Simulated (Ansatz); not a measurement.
**AlGe⁺, singlet: the ladder up to full CI**

Geometry: a PBE0/def2-TZVP stationary point for this spin. The triplet lies 0.5 eV lower here.

| atom | x (Å) | y (Å) | z (Å) |
| --- | --- | --- | --- |
| Ge | 0.0000 | 0.0000 | 0.0000 |
| Al | 0.0000 | 0.0000 | 3.1299 |

Basis cc-pVDZ; Ansatz 0.2.0. Correlated methods freeze the noble-gas cores and the filled d shells of p-block atoms, which leaves 6 electrons in 26 orbitals. Prefix R: restricted or restricted open-shell reference. Active spaces: valence = (6e, 8o) chosen from the atoms' valence shells. No spin–orbit coupling is included, and no scalar relativity.

Full CI is exact within this basis and frozen core; it isn't the basis-set limit.

```
UHF ⟨S²⟩                          : 1.074
T1 diagnostic (RCCSD)             : 0.0150
largest doubles amplitude (RCCSD) : 0.119
```

Problem. From what is known of these methods and the diagnostics, rank them by the size of their error in total energy against full CI in cc-pVDZ, smallest first (an estimate: the text doesn't fix the numbers).
A. MRCISD (valence space)
B. MRCISD+Q (valence space)
C. RCCSDTQ
D. RCCSD(T)
E. RHF

Solution. C (1 meV), D (41 meV), B (61 meV), A (124 meV), E (3319 meV).

All errors are against full CI in cc-pVDZ. Within each family the higher level lies nearer, as is usual though not guaranteed.

The full-CI state has the irrep A1 of C2v, in the program's axes (one component, if the state is degenerate).

Natural occupations of full CI about the gap: 1.927 1.887 1.779 0.096 0.096 0.055 0.045 0.045 0.014 0.014; effectively unpaired electrons, Σ n²(2−n)², 0.32.
